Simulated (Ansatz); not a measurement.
A made-up structure of AlBH4S, singlet:

```json
{"atom": "B1", "x (Å)": "-1.4480", "y (Å)": "0.2801", "z (Å)": "-0.4572"}
{"atom": "S2", "x (Å)": "-0.0457", "y (Å)": "1.3431", "z (Å)": "-0.1473"}
{"atom": "Al3", "x (Å)": "1.4372", "y (Å)": "-0.1781", "z (Å)": "0.4435"}
{"atom": "H4", "x (Å)": "0.1580", "y (Å)": "2.6505", "z (Å)": "0.1669"}
{"atom": "H5", "x (Å)": "-2.4611", "y (Å)": "0.8033", "z (Å)": "-0.8083"}
{"atom": "H6", "x (Å)": "1.0175", "y (Å)": "-1.6988", "z (Å)": "0.4640"}
{"atom": "H7", "x (Å)": "2.8760", "y (Å)": "0.3541", "z (Å)": "0.8239"}
```

It is relaxed with PBE-D4/def2-SVP and then PBE0-D4/def2-TZVP (Ansatz 0.2.0). Atoms count as bonded within 1.22 times the sum of their covalent radii (H–H: 0.88 Å). The end point is not checked to be a true minimum.

(1) Does its bonding change? (Judge from chemistry; the calculation decides.)

Results:

(1) The calculation gives: Yes. Formed: B1–Al3; broken: S2–Al3.

Where it ends: The first stage lowers the energy by 2.89 eV in 21 steps. It ends as AlBH₄S ([AlH2][BH][SH]):
| atom | x (Å) | y (Å) | z (Å) |
| --- | --- | --- | --- |
| B1 | -0.2792 | 0.8220 | -0.2067 |
| S2 | -0.2422 | 2.3530 | 0.6715 |
| Al3 | 1.1288 | -0.7048 | 0.2212 |
| H4 | -1.2715 | 3.0191 | 0.1101 |
| H5 | -1.1260 | 0.6906 | -1.0431 |
| H6 | 0.8234 | -1.8218 | 1.3139 |
| H7 | 2.5005 | -0.8039 | -0.5813 |

Labels in which every atom is bracketed show which atoms are joined, not bond orders.

For scale, one of the runs: PBE0-D4/def2-TZVP relaxation, 129 basis functions, launched by `ansatz run in.yaml --threads 2 --pin off --events-out ev --progress --plain --max-ram 4352MiB`. The run took about 15 s on 2 CPU threads of an Arm Neoverse V1 (shared host).
